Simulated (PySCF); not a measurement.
# NaCl (SMILES [Na][Cl]) at 6 levels

Wanted: a comparison of 6 runs (HF/STO-3G, HF/3-21G, BLYP/6-31G, B3LYP/6-31G*, wB97X/6-311G**, PBE0/pcseg-2) of NaCl. Input form: a Python script.

Program for the calculation: PySCF 2.14.0.

## (1) The structure to begin with

NaCl: 2 atoms, total charge 0, spin state singlet. As SMILES, `[Na][Cl]`. The coordinates come from a PBE0-D4/def2-TZVP relaxation.

Bond lengths: Na1–Cl2 2.358 Å.

## (2) Energy and gradient at HF/STO-3G (run 1)

File job.py:

```python
import pyscf.grad
from pyscf import gto, scf

system = gto.M(
    atom='''
Na    -0.989600     0.304100    -0.517000
Cl     1.019100    -0.364200     0.521000
''',
    max_memory=1860,
    basis='sto-3g',
    verbose=3,
)

myscf = scf.RHF(system)
myscf.conv_tol = 1e-10
myscf.kernel()
if not myscf.converged:
    myscf = myscf.newton().run(myscf.mo_coeff, myscf.mo_occ)

e_tot = myscf.e_tot
print(f'total energy: {e_tot:.8f} hartree')
grad = myscf.Gradients().kernel()
dip = myscf.dip_moment()
pop, q = myscf.mulliken_pop()
```

Started as:

```
$ OMP_NUM_THREADS=1 python job.py
```

Log:

```text
converged SCF energy = -614.524356260772
total energy: -614.52435626 hartree
--------------- RHF gradients ---------------
         x                y                z
0 Na    -0.0255648854     0.0085055075    -0.0132107089
1 Cl     0.0255648854    -0.0085055075     0.0132107089
----------------------------------------------
Dipole moment(X, Y, Z, Debye): -8.36627,  2.78348, -4.32329
 ** Mulliken pop  **
pop of  0 Na 1s           1.99811
pop of  0 Na 2s           1.93271
pop of  0 Na 3s           0.18552
pop of  0 Na 2px          1.79754
pop of  0 Na 2py          1.79000
pop of  0 Na 2pz          1.79133
pop of  0 Na 3px          0.24854
pop of  0 Na 3py          0.22381
pop of  0 Na 3pz          0.22815
pop of  1 Cl 1s           1.99999
pop of  1 Cl 2s           1.99939
pop of  1 Cl 3s           1.99274
pop of  1 Cl 2px          1.99737
pop of  1 Cl 2py          1.99954
pop of  1 Cl 2pz          1.99916
pop of  1 Cl 3px          1.87783
pop of  1 Cl 3py          1.97794
pop of  1 Cl 3pz          1.96034
 ** Mulliken atomic charges  **
charge of    0Na =      0.80430
charge of    1Cl =     -0.80430
```

Run time: 1.1 s. Hardware: 1 thread of Intel Xeon at 2.70GHz, shared host; peak memory 0.12 GiB.

## (3) Energy and gradient at HF/3-21G (run 2)

File input.py:

```python
from pyscf import gto, scf

mol = gto.M(
    atom=[
    ('Na', (-0.989600, 0.304100, -0.517000)),
    ('Cl', (1.019100, -0.364200, 0.521000)),
],
    verbose=4,
    max_memory=1860,
    charge=0,
    basis='3-21g',
)

mf = scf.RHF(mol)
mf.conv_tol = 1e-10
mf.kernel()
if not mf.converged:
    mf = mf.newton().run(mf.mo_coeff, mf.mo_occ)

e_final = mf.e_tot
print('E(%s) = %.9f' % ('HF', e_final))
grad = mf.nuc_grad_method().kernel()
dip = mf.dip_moment()
pop, q = mf.mulliken_pop()
```

Started as:

```
$ OMP_NUM_THREADS=1 python input.py
```

Log:

```text
PySCF version 2.14.0

[INPUT] num. atoms = 2
[INPUT] num. electrons = 28
[INPUT] charge = 0
[INPUT] spin (= nelec alpha-beta = 2S) = 0
[INPUT] symmetry False subgroup None
[INPUT] Mole.unit = angstrom
[INPUT] Symbol           X                Y                Z      unit          X                Y                Z       unit  Magmom
[INPUT]  1 Na    -0.989600000000   0.304100000000  -0.517000000000 AA   -1.870072972870   0.574665714480  -0.976988406400 Bohr   0.0
[INPUT]  2 Cl     1.019100000000  -0.364200000000   0.521000000000 AA    1.925819893544  -0.688238254567   0.984547310898 Bohr   0.0

nuclear repulsion = 41.9707342851655
number of shells = 14
number of NR pGTOs = 54
number of NR cGTOs = 26
basis = 3-21g
ecp = {}

[... 35 lines left out ...]
converged SCF energy = -618.242663588129
[... 9 lines left out ...]
Dipole moment(X, Y, Z, Debye): -8.46135,  2.81512, -4.37242
[... 29 lines left out ...]
charge of    1Cl =     -0.78476
```

Run time: 1.9 s. Hardware: 1 thread of Intel Xeon at 2.70GHz, shared host; peak memory 0.12 GiB.

Runs 3 to 5 aren't shown in full; the table further down has their settings and results.

## (4) Energy and gradient at PBE0/pcseg-2 (run 6)

File job.py:

```python
import pyscf.grad
from pyscf import gto, dft

mol = gto.M(
    atom=[
    ('Na', (-0.989600, 0.304100, -0.517000)),
    ('Cl', (1.019100, -0.364200, 0.521000)),
],
    spin=0,
    basis='pcseg-2',
    max_memory=1860,
    verbose=4,
)

mf = dft.RKS(mol)
mf.xc = 'pbe0'
mf.grids.level = 5
mf.conv_tol = 1e-10
mf.kernel()
if not mf.converged:
    mf = mf.newton().run(mf.mo_coeff, mf.mo_occ)

etot = mf.e_tot
print(f'total energy: {etot:.8f} hartree')
grad = mf.Gradients().kernel()
dip = mf.dip_moment()
pop, q = mf.mulliken_pop()
```

Started as:

```
$ OMP_NUM_THREADS=1 python job.py
```

Log:

```text
PySCF version 2.14.0

[INPUT] num. atoms = 2
[INPUT] num. electrons = 28
[INPUT] charge = 0
[INPUT] spin (= nelec alpha-beta = 2S) = 0
[INPUT] symmetry False subgroup None
[INPUT] Mole.unit = angstrom
[INPUT] Symbol           X                Y                Z      unit          X                Y                Z       unit  Magmom
[INPUT]  1 Na    -0.989600000000   0.304100000000  -0.517000000000 AA   -1.870072972870   0.574665714480  -0.976988406400 Bohr   0.0
[INPUT]  2 Cl     1.019100000000  -0.364200000000   0.521000000000 AA    1.925819893544  -0.688238254567   0.984547310898 Bohr   0.0

nuclear repulsion = 41.9707342851655
number of shells = 7
number of NR pGTOs = 112
number of NR cGTOs = 53
basis = pcseg-2
ecp = {}

[... 50 lines left out ...]
converged SCF energy = -622.333358511125
total energy: -622.33335851 hartree
[... 9 lines left out ...]
Dipole moment(X, Y, Z, Debye): -7.57675,  2.52081, -3.91530
[... 56 lines left out ...]
charge of    1Cl =     -0.67850
```

It took 14 s on 1 thread of Intel Xeon at 2.70GHz, shared host; peak memory 0.54 GiB.

## (5) The series

```tsv
run	level	integration grid	Cartesian functions	energy (Eh)	dipole moment (D)	HOMO energy (eV)	LUMO energy (eV)	wall time
1	HF/STO-3G	–	no	-614.524356	9.82	-5.46	10.46	1.1 s
2	HF/3-21G	–	no	-618.242664	9.93	-9.42	-0.52	1.9 s
3	BLYP/6-31G	5	no	-622.516040	8.56	-4.97	-2.50	3.9 s
4	B3LYP/6-31G* (Cartesian functions)	5	yes	-622.560259	8.60	-6.11	-2.06	7.2 s
5	wB97X/6-311G**	5	no	-622.559395	9.43	-8.97	-0.18	10 s
6	PBE0/pcseg-2	5	no	-622.333359	8.89	-6.48	-1.74	14 s
```

## (6) Summary of results

| quantity | value |
| --- | --- |
| run 6: total energy | -622.33336 Eh |
| run 6: dipole moment | 8.89 D |
| run 6: HOMO energy | -6.48 eV |
| run 6: LUMO energy | -1.74 eV |
| run 6: HOMO–LUMO gap | 4.74 eV |
| run 6: largest force on an atom | 0.077 eV/Å |

The dipole moment (its size) runs from 8.56 D (BLYP/6-31G) to 9.93 D (HF/3-21G). The two ends differ in method and basis. The HOMO–LUMO gap runs from 2.47 eV (BLYP/6-31G) to 15.92 eV (HF/STO-3G). Totals of different functionals can't be ranked against each other. In run 1 the basis is minimal, so the values are rough. All runs together took 38 s, the longest 14 s.
